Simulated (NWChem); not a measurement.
System: tetrafluoroethylene (C$_{2}$F$_{4}$); SMILES FC(F)=C(F)F

Parts of the log:

```
             Northwest Computational Chemistry Package (NWChem) 7.3.0
             --------------------------------------------------------

                             Geometry "geometry" -> ""
                             -------------------------

 Output coordinates in angstroms (scale by  1.889725989 to convert to a.u.)

  No.       Tag          Charge          X              Y              Z
 ---- ---------------- ---------- -------------- -------------- --------------
    1 F                    9.0000     1.10945500    -1.39565300     0.00000000
    2 C                    6.0000     0.00000000    -0.67221100     0.00000000
    3 F                    9.0000    -1.10945500    -1.39565300     0.00000000
    4 C                    6.0000     0.00000000     0.67221100     0.00000000
    5 F                    9.0000    -1.10945500     1.39565300     0.00000000
    6 F                    9.0000     1.10945500     1.39565300     0.00000000

 Effective nuclear repulsion energy (a.u.)     242.5652895817

                              NWChem Property Module
                              ----------------------

  itol2e modified to match energy
  convergence criterion.

                                 NWChem DFT Module
                                 -----------------

 Summary of "ao basis" -> "ao basis" (spherical)
 ------------------------------------------------------------------------------
       Tag                 Description            Shells   Functions and Types
 ---------------- ------------------------------  ------  ---------------------
 F                          def2-svp                 6       14   3s2p1d
 C                          def2-svp                 6       14   3s2p1d

  itol2e modified to match energy
  convergence criterion.

            General Information
            -------------------
          SCF calculation type: DFT
          Wavefunction type:  closed shell.
          No. of atoms     :     6
          No. of electrons :    48
           Alpha electrons :    24
            Beta electrons :    24
          Charge           :     0
          Spin multiplicity:     1
          Use of symmetry is: off; symmetry adaption is: off
          Maximum number of iterations: 150
          AO basis - number of functions:    84
                     number of shells:    36
          Convergence on energy requested:  1.00D-07
          Convergence on density requested:  1.00D-05
          Convergence on gradient requested:  5.00D-04

              XC Information
              --------------
                         PBE0 Method XC Functional
                     Hartree-Fock (Exact) Exchange  0.250
          PerdewBurkeErnzerhof Exchange Functional  0.750
            Perdew 1991 LDA Correlation Functional  1.000 local
           PerdewBurkeErnz. Correlation Functional  1.000 non-local

             Grid Information
             ----------------
          Grid used for XC integration:  fine
          Radial quadrature: Mura-Knowles
          Angular quadrature: Lebedev.
          Tag              B.-S. Rad. Rad. Pts. Rad. Cut. Ang. Pts.
          ---              ---------- --------- --------- ---------
          F                   0.50       70           8.0       590
          C                   0.70       70           7.0       590
          Grid pruning is: on
          Number of quadrature shells:   420
          Spatial weights used:  Erf1

[...]

          -----------------------------------------
          Chemical Shielding Tensors (GIAO, in ppm)
          -----------------------------------------

                                NWChem CPHF Module
                                ------------------

  scftype          =     RHF
  nclosed          =       24
  nopen            =        0
  variables        =     1440
  # of vectors     =        3
  tolerance        = 0.10D-03
  level shift      = 0.00D+00
  max iterations   =       50
  max subspace     =       30

 SCF residual:    5.6935995911617061E-006

Iterative solution of linear equations
  No. of variables     1440
  No. of equations        3
  Maximum subspace       30
        Iterations       50
       Convergence  1.0D-04

   iter   nsub   residual    time
   ----  ------  --------  ---------
     1      3    5.43D-01       8.4
     2      6    4.62D-02       9.1
     3      9    2.18D-03       9.8
     4     12    2.33D-04      10.5
     5     15    8.16D-06      11.1

      Atom:    1  F
        Diamagnetic
    484.8136    -13.6173     -0.0000
    -13.6173    470.0494      0.0000
     -0.0000      0.0000    462.4820

        Paramagnetic
   -153.0172     45.2030     -0.0000
     45.2030   -134.5020     -0.0000
     -0.0000     -0.0000   -154.5961

        Total Shielding Tensor
    331.7964     31.5857     -0.0000
     31.5857    335.5475     -0.0000
     -0.0000     -0.0000    307.8859

           isotropic =     325.0766
          anisotropy =      60.3550

          Principal Components and Axis System
                 1           2           3
              365.3132    307.8859    302.0306

      1         0.6858      0.0000      0.7278
      2         0.7278     -0.0000     -0.6858
      3        -0.0000      1.0000     -0.0000

      Atom:    2  C
        Diamagnetic
    264.7757      0.0000     -0.0000
      0.0000    263.5502      0.0000
     -0.0000      0.0000    236.3519

        Paramagnetic
   -244.9944      0.0000     -0.0000
      0.0000   -225.2199      0.0000
     -0.0000      0.0000   -157.1489

        Total Shielding Tensor
     19.7813      0.0000     -0.0000
      0.0000     38.3303      0.0000
     -0.0000      0.0000     79.2030

           isotropic =      45.7715
          anisotropy =      50.1472

          Principal Components and Axis System
                 1           2           3
               79.2030     38.3303     19.7813

      1        -0.0000      0.0000      1.0000
      2         0.0000      1.0000     -0.0000
      3         1.0000     -0.0000      0.0000
```

Level: PBE0/def2-SVP, GIAO. Geometry: optimised at PBE-D3(BJ)/def2-SVP. The printed shielding anisotropy is the first printed principal value minus the mean of the other two.

Write an input that gives this output.

This is not unique; one that fits is the input that was run:
```
start job
memory heap 200 mb stack 900 mb global 1100 mb
geometry units angstroms noautosym nocenter noautoz
  F      1.109455    -1.395653     0.000000
  C      0.000000    -0.672211     0.000000
  F     -1.109455    -1.395653     0.000000
  C      0.000000     0.672211     0.000000
  F     -1.109455     1.395653     0.000000
  F      1.109455     1.395653     0.000000
end
basis spherical
  * library def2-svp
end
dft
  xc pbe0
  iterations 150
end
property
  shielding 2 1 2
end
task dft property
```
